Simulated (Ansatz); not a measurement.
Barrier height from CH4FO, charge -1 to the transition structure CH4FO, without zero-point energy, on the benchmark's geometries as Psi4's copy of the set gives them.
Transition structure (charge -1, multiplicity 1):
```xyz
7

F      0.02254    -0.00745     0.00553
C     -0.01842     0.00504     1.76493
H      1.04805     0.00524     1.85415
H     -0.54782     0.93471     1.79222
H     -0.54895    -0.92343     1.80576
O      0.00127     0.01920     3.75060
H     -0.92676     0.03161     3.99758
```

Open shells are unrestricted; no spin–orbit coupling.

Cores are frozen in the correlated methods.

The values were computed with Ansatz (an electronic-structure program) with Gaussian orbitals. 

Task: What barrier height does SVWN5/def2-TZVPPD give?

Result: 47.2 kcal/mol

Task: What barrier height does SCS-MP2/aug-cc-pVDZ give?

Result: 45.7 kcal/mol

Task: Estimate the barrier height that HF/aug-cc-pVTZ returns for this input.

Result: 53.6 kcal/mol
